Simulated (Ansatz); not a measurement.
Predict the output of the script below (the Python package of Ansatz (0.2.0)).

Script `scan.py`:
```python
# -*- coding: utf-8 -*-
"""Potential curve of C2H4OS along one bond."""

import ansatz as az
import numpy as np


def main():
    c2h4os = (
        az.Crystal.molecule()
        .atom("C", (-0.6419, 1.0417, -0.3411))
        .atom("C", (0.0478, 0.0406, 0.0179))
        .atom("O", (1.2865, -0.1057, -0.4942))
        .atom("S", (-0.45, -1.1162, 1.1373))
        .atom("H", (-0.2962, 1.8061, -1.0741))
        .atom("H", (-1.6942, 1.2627, 0.0239))
        .atom("H", (1.7637, -0.785, 0.0782))
        .atom("H", (0.0766, -2.2012, 0.5962))
    )

    symbols = [site.symbol for site in c2h4os.cartesian_sites]
    start = np.array([site.position_ang for site in c2h4os.cartesian_sites])
    axis = (start[0] - start[1]) / np.linalg.norm(start[0] - start[1])
    moving = [0, 4, 5]
    lengths, energies = [1.115, 1.166, 1.217, 1.268, 1.318, 1.369, 1.42, 1.496], []
    for length in lengths:
        xyz = start.copy()
        xyz[moving] += (length - np.linalg.norm(start[0] - start[1])) * axis
        point = az.Crystal.molecule()
        for symbol, place in zip(symbols, xyz):
            point = point.atom(symbol, place.tolist())
        setup = (
            point.calculation()
            .basis(gaussian="def2-SVP")  # atom-centred Gaussian functions
            .correlation("mp2")  # correlation on top of the mean field
        )
        summary = setup.run(threads=1).report
        energies.append(summary["free_energy_ev"])
        print(f"r = {length:6.3f} A  E = {energies[-1]:.5f} eV  <S^2> = {abs(summary['mean_field']['state']['spin_squared']):.3f}")

    # quartic fit about the minimum
    fit = np.polynomial.Polynomial.fit(lengths, np.array(energies) - min(energies), 4).convert()
    roots = [r.real for r in fit.deriv().roots() if abs(r.imag) < 1e-9 and fit.deriv(2)(r.real) > 0]
    r_e = min(roots, key=lambda r: abs(r - lengths[int(np.argmin(energies))]))
    print(f"minimum of the fit at {r_e:.4f} A, force constant {fit.deriv(2)(r_e):.2f} eV/A^2")


if __name__ == "__main__":
    main()
```

```console
$ python scan.py
r =  1.115 A  E = -14984.24135 eV  <S^2> = 0.000
r =  1.166 A  E = -14985.37456 eV  <S^2> = 0.000
r =  1.217 A  E = -14986.10449 eV  <S^2> = 0.000
r =  1.268 A  E = -14986.52393 eV  <S^2> = 0.000
r =  1.318 A  E = -14986.70404 eV  <S^2> = 0.000
r =  1.369 A  E = -14986.70844 eV  <S^2> = 0.000
r =  1.420 A  E = -14986.57666 eV  <S^2> = 0.000
r =  1.496 A  E = -14986.20236 eV  <S^2> = 0.000
minimum of the fit at 1.3442 A, force constant 59.07 eV/A^2
```

What to keep in mind:
- Total energies depend on the basis set; only differences at equal settings carry meaning.
- The rest of the molecule is held rigid at a force-field or estimated start geometry, and the basis set is modest; single-reference methods fail as a bond breaks.
- The orbitals are restricted, so S² is zero by construction.
- Toward dissociation an unrestricted state can lie under the restricted one, by tenths of an eV for polar bonds under a functional and by 1 to 2 eV or more for others.
- S² is that of the Hartree-Fock reference.
- Run time: 7.2 s on 1 thread of Arm Neoverse V1, with other jobs on the host, peak memory 0.21 GiB.
